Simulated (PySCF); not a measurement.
**How well do the runs reproduce experiment for difluorosilane?**

**Experimental background.**

From NIST CCCBDB Release 22 (SRD 101), experimental dipoles, for the gas: dipole moment (microwave Stark effect, vibrational ground state) 1.54 ± 0.02 D.

The results are set against them at the end.

Species: difluorosilane, F2H2Si.
Numbering: `[F:1][SiH2:2][F:3]` (hydrogens: H4, H5 on Si2)

Structure used (GFN2-xTB), in Å, numbered top down from 1:
```xyz
5
F2H2Si angstrom
F     -1.2039   -0.9315   -0.1024
Si    -0.0034    0.1111    0.0112
F      1.2874   -0.8123   -0.1363
H     -0.0109    0.6536    1.3480
H     -0.0605    0.9820   -1.1377
```

The PySCF runs (gas phase, on this GFN2-xTB geometry; no spin–orbit coupling):

| level | job | basis functions |
| --- | --- | --- |
| PBE0/pcSseg-1 | shieldings, charges and field gradients | 68 |

**Comparison with experiment**

**Dipole moment.** Measured: 1.54 D (NIST CCCBDB Release 22 (SRD 101), experimental dipoles).

| level | computed (D) | computed − measured (D) | % (from the printed values) |
| --- | --- | --- | --- |
| PBE0/pcSseg-1 | 2.11 | +0.57 | +37 |

The computed dipoles belong to one fixed geometry; measured ones are averaged over vibrations unless marked μe. Magnitudes are compared, not signs.

The geometry is computed, not the measured one. Where a level misses, the cause wasn't examined.
